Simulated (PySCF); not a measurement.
Two probes of the same atoms: core binding energy and nuclear shielding

C5H7P.
Z-matrix (Å and degrees, GFN2-xTB geometry), rows numbered from 1:
```
C 
C   1  1.3263
P   2  1.8221  1  121.93
C   3  1.6422  2   98.90  1   179.09
C   4  1.2989  3  174.19  2  -172.09
C   5  1.4998  4  124.88  3    82.54
H   1  1.0780  2  121.60  3    -0.32
H   1  1.0784  2  122.10  3   179.77
H   2  1.0824  1  121.21  3  -179.73
H   5  1.0863  4  119.99  3   -99.53
H   6  1.0901  5  110.02  4   115.31
H   6  1.0869  5  110.91  4    -5.41
H   6  1.0894  5  109.72  4  -126.10
```

Binding energies: delta-SCF UKS SCAN, pcX-2 on the ionised atom, pcseg-1 elsewhere, spin-free X2C in PySCF. Shieldings: GIAO PBE0/pcSseg-1, non-relativistic, same geometry.

| atom | isotropic shielding (ppm) |
| --- | --- |
| C1 | 50.7 |
| C2 | 33.4 |
| C4 | -82.9 |
| C5 | 73.3 |
| C6 | 166.8 |

**Question.** What are the C 1s binding energies of these atoms?

**Answer.** 
```csv
atom,environment,C 1s (eV),isotropic shielding (ppm)
C4,central carbon of cumulated double bonds,289.62,-82.9
C1,terminal =CH2 carbon,289.87,50.7
C2,alkene CH carbon,290.12,33.4
C5,outer carbon of cumulated double bonds,290.35,73.3
C6,methyl carbon,290.74,166.8
```

**Question.** Among the listed atoms, is the one with the highest binding energy also the least shielded?

**Answer.** No. The highest binding energy is at C6 (290.74 eV, shielding 166.8 ppm), the lowest shielding at C4 (-82.9 ppm, 289.62 eV).

By binding energy: C4 < C1 < C2 < C5 < C6. By shielding: C4 < C2 < C1 < C5 < C6.

Spin contamination (⟨S²⟩ against 0.75 for a pure doublet) is marked for C 1s of C2 (0.85) and C 1s of C4 (0.91), which makes these values less certain. Geometry: GFN2-xTB, one conformer, isolated molecule.
